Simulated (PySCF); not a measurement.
# [B3]+: triplet, from a equilateral triangle start

The task is one start of a wider search on [B3]+: the triplet, from a equilateral triangle start. It is relaxed, tested by its Hessian and followed downhill if it is a saddle.

Computed with PySCF 2.14.0. Level: PBE0, basis B def2-TZVP, no relativity, density fitting.

## 1. Where the work starts

3 atoms, charge 1, spin multiplicity 3.

Bond lengths: B1–B2 1.700 Å, B1–B3 1.700 Å, B2–B3 1.700 Å. Angles: B2–B1–B3 60.0°, B1–B2–B3 60.0°, B1–B3–B2 60.0°.

```xyz
3
charge 1 multiplicity 3
B     0.4907   -0.8500    0.0000
B    -0.9815    0.0000    0.0000
B     0.4908    0.8500    0.0000
```

## 2. First SCF at the start

One driver script runs all steps and calls PySCF; scf.py shows how it sets up the SCF of each step. The optimiser is the driver's own. After this first run the driver tries any further starts and a stability analysis.

File scf.py:

```python
from pyscf import gto, scf, dft
mol = gto.M(atom='''
B      0.490730    -0.849980     0.000000
B     -0.981490    -0.000010     0.000000
B      0.490750     0.849990     0.000000''',
    basis={'B': 'def2-TZVP'},
    charge=1, spin=2)
mf = dft.UKS(mol, xc='PBE0')
mf.grids.atom_grid = (50, 194)
aux = {'B': 'def2-universal-JKFIT'}
mf = mf.density_fit(auxbasis=aux)
mf.conv_tol = 1e-08
mf.diis_space = 10
mf.max_cycle = 60
mf.init_guess = 'minao'
mf.verbose = 4
mf.kernel()
```

On the command line:

```sh
$ OMP_NUM_THREADS=4 python axn.py task.json out
```

Log:

```text
init E= -74.404070734884
[... the frontier-level lines of each cycle are left out ...]
cycle= 1 E= -73.7887765829849  delta_E= 0.615  |g|= 0.144  |ddm|=    1
cycle= 2 E= -73.8134326152506  delta_E= -0.0247  |g|= 0.0753  |ddm|= 0.337
cycle= 3 E= -73.8186459041815  delta_E= -0.00521  |g|= 0.0232  |ddm|= 0.129
cycle= 4 E= -73.8200480359379  delta_E= -0.0014  |g|= 0.0119  |ddm|= 0.0461
cycle= 5 E= -73.8210238205018  delta_E= -0.000976  |g|= 0.00441  |ddm|= 0.0599
cycle= 6 E= -73.8211424843021  delta_E= -0.000119  |g|= 0.000796  |ddm|= 0.026
cycle= 7 E= -73.8211422562009  delta_E= 2.28e-07  |g|= 0.00123  |ddm|= 0.00257
cycle= 8 E= -73.8211436122746  delta_E= -1.36e-06  |g|= 5.97e-05  |ddm|= 0.00124
cycle= 9 E= -73.8211436173494  delta_E= -5.07e-09  |g|= 6.08e-06  |ddm|= 0.00016
Extra cycle  E= -73.82114361738  delta_E= -3.06e-11  |g|= 3.05e-06  |ddm|= 1.49e-05
converged SCF energy = -73.82114361738  <S^2> = 2.1594626  2S+1 = 3.1044888
```

This step, with its further starts and checks, took 8.2 s on 4 threads of Arm Neoverse V1, shared host.

The starts that the driver tried:

| start | energy (Eh) |
| --- | --- |
| the minimal-basis guess | -73.821144 |
| a thermally smeared density | -73.821144 |
| a smeared PBE density | -73.821144 |

No lower solution of this spin turned up from the other starts or in the test of internal stability.

## 3. Equilateral triangle start, triplet: relaxation

The program finds D3h symmetry in the start, which this walk keeps. The walk stops when the largest gradient is under 0.0003 Eh/bohr and the energy has settled too.

scf.py, as its differences from that of step 2:

```diff
@@ -3,3 +3,3 @@
-B      0.490730    -0.849980     0.000000
-B     -0.981490    -0.000010     0.000000
-B      0.490750     0.849990     0.000000''',
+B      0.490741    -0.849989     0.000000
+B     -0.981482     0.000001     0.000000
+B      0.490742     0.849988     0.000000''',
@@ -15 +14,0 @@
-mf.init_guess = 'minao'
```

Steps of the walk:

| step | energy (Eh) | change (kJ/mol) | largest symmetric gradient (Eh/bohr) |
| --- | --- | --- | --- |
| 0 | -73.821144 | 0.00 | 0.03243 |
| 1 | -73.824748 | -9.46 | 0.01535 |
| 2 | -73.825540 | -11.54 | 0.00414 |
| 3 | -73.825593 | -11.68 | 0.00037 |
| 4 | -73.825593 | -11.68 | 0.00001 |

The walk took 6.9 s.

It settles in D3h symmetry, 11.7 kJ/mol below the start, after 4 steps: B–B 1.622 Å (×3); B–B–B 60.0° (×3).

## 4. Vibrations and properties at this point

The point is checked on the finer grid, and tightened if its gradient asks for it. The Hessian and the dipole derivatives come from central differences of analytic gradients, with steps of 0.02 bohr.

scf.py, as its differences from that of step 3:

```diff
@@ -3,3 +3,3 @@
-B      0.490741    -0.849989     0.000000
-B     -0.981482     0.000001     0.000000
-B      0.490742     0.849988     0.000000''',
+B      0.468217    -0.810977     0.000000
+B     -0.936435     0.000001     0.000000
+B      0.468218     0.810976     0.000000''',
@@ -9 +9 @@
-mf.grids.atom_grid = (50, 194)
+mf.grids.atom_grid = (75, 302)
@@ -12 +12 @@
-mf.conv_tol = 1e-08
+mf.conv_tol = 1e-10
```

This SCF starts from the last density.

Log of the central SCF (cycles and frontier levels):

```text
init E= -73.8255937811715
[... the frontier-level lines of each cycle are left out ...]
cycle= 1 E= -73.8255937809232  delta_E= 2.48e-10  |g|= 1.97e-05  |ddm|= 2.57e-05
cycle= 2 E= -73.825593779842  delta_E= 1.08e-09  |g|= 4.08e-05  |ddm|= 5.3e-05
cycle= 3 E= -73.8255937812504  delta_E= -1.41e-09  |g|= 2.59e-07  |ddm|= 3.58e-05
cycle= 4 E= -73.825593781251  delta_E= -5.4e-13  |g|= 1.68e-07  |ddm|= 6.09e-07
Extra cycle  E= -73.8255937812513  delta_E= -3.41e-13  |g|= 1.01e-07  |ddm|= 3.9e-07
converged SCF energy = -73.8255937812513  <S^2> = 2.130899  2S+1 = 3.0860324
```

The whole step took 18 s.

Geometry: D3h; B–B 1.622 Å (×3); B–B–B 60.0° (×3).

Harmonic modes (main isotopes):

```
symmetry  ω (cm⁻¹)  IR (km/mol)  μ (u)
      e'       789         15.0  11.01
     a1'      1064          0.0  11.01
```

No imaginary mode, so this is a minimum.

Constants and moments:

```yaml
Dipole_moment_about_the_centre_of_mass: 0.00 D
Highest_occupied_level: -14.77 eV
Lowest_empty_level: -12.05 eV
Rotational_constants: 1.164, 1.164, 0.582 cm⁻¹
Zero-point_energy: 15.8 kJ/mol
Principal_polarisabilities: 22.9, 43.3, 43.3 bohr³
Principal_traceless_quadrupole_moments_about_the_centre_of_mass: -3.23, 1.62, 1.62 D Å
Entropy_at_298.15_K_and_1_bar_electronic_part_spin_only: 233.6 J/(mol K)
Heat_capacity_Cp_at_298.15_K: 40.2 J/(mol K)
Enthalpy_at_298.15_K_above_0_K: 10.42 kJ/mol
Rotational_symmetry_number: 6
Spin_squared_⟨S²⟩: 2.131
```

Charges (e) and bond orders:

```csv
atom,Mulliken,Löwdin,polar tensor,spin (Mulliken),Mayer order to B1
B1,0.33,0.33,0.33,0.67,–
"B2,3",0.33,0.33,0.33,0.67,1.37
```

Outer orbital energies (eV). α occupied: -194.93, -194.90, -194.90, -26.14, -17.26, -17.26, -15.89, -14.77; empty: -10.81, -10.81, -7.67, -7.67. β occupied: -194.65, -194.62, -194.62, -25.02, -16.53, -16.53; empty: -12.05, -10.86, -9.21, -9.21.

Mulliken populations on B1: s 3.20, p 1.39, d 0.07, f 0.00.

## 5. What came out

| quantity | value |
| --- | --- |
| minimum | triplet, D3h |
| geometry | B–B 1.622 Å (×3); B–B–B 60.0° (×3) |
| wavenumbers (cm⁻¹) | 789 (e'), 1064 (a1') |
| dipole moment (centre of mass) | 0.00 D |
| highest occupied, lowest empty level (either spin) | -14.77, -12.05 eV |
| polar-tensor charge of B1 | +0.33 e |
| zero-point energy | 15.8 kJ/mol |
| entropy at 298.15 K | 233.6 J/(mol K) |
| ⟨S²⟩ | 2.131 |

The equilateral triangle start keeps its D3h symmetry and ends in a minimum. In the infrared the band at 789 cm⁻¹ (e') leads. Only this shape and spin were tried, so other structures or states may lie lower.

The search up to here took 33 s.
